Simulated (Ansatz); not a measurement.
Results of PBE-D4 (plane waves, PAW; Ansatz, a quantum-chemistry and plane-wave program) for antifluorite Mg2Ge.

Run with plane-wave cutoff 520 eV, 10×10×10 k mesh, Fermi–Dirac smearing 0.01 eV, scalar-relativistic PAW data made under PBE.

Computed at the level's own relaxed cell.

Task: Predict the band gap and smallest direct gap on the k points sampled.

Result: 
* **band gap**: 0.14 eV (indirect)
* **smallest direct gap on the k points sampled**: 1.12 eV

Measured, for comparison: band gap 0.74 eV (temperature not stated, no zero-point or thermal correction, indirect, Γ–X; as tabulated in Ryu et al. (2019), arXiv:1905.06140).

Spin–orbit coupling is not included.

The computed numbers hold no vibrational or temperature effects.
